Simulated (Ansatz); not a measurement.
We consider chalcopyrite CuGaSe2, described by r²SCAN in Ansatz (plane waves, PAW).

Run with plane-wave cutoff 560 eV, 8×8×8 k mesh, Fermi–Dirac smearing 0.01 eV, no spin polarisation, scalar-relativistic PAW data made under PBE.

Results at a series of volumes:

| V (Å³/atom) | E − E_lowest (meV/atom) | P (GPa) |
|---|---|---|
| 20.946 | 8.14 | 3.12 |
| 21.383 | 1.94 | 1.46 |
| 21.819 | 0.00 | -0.01 |
| 22.256 | 1.86 | -1.33 |
| 22.692 | 7.11 | -2.50 |

Task: Estimate the bulk modulus from the pressures at 21.383 and 22.256 Å³/atom, and compare it with a fit to all energies.

Result: B = −V dP/dV. Between V = 21.383 and 22.256 Å³/atom, dP/dV = (-1.33 − (1.46))/(22.256 − 21.383) = -3.20 GPa per Å³/atom; at the midpoint 21.819 Å³/atom this gives B ≈ 69.7 GPa. The third-order Birch–Murnaghan fit gives V0 = 21.815 Å³/atom, B0 = 69.7 GPa, B′ = 4.8, which lies within 1 % of that estimate.

Shape and atoms are relaxed at each volume.

Note: the bulk modulus comes from volumes at which shape and atoms were relaxed.

The result took roughly 70 core-minutes.

Ansatz is a program for electronic structure.
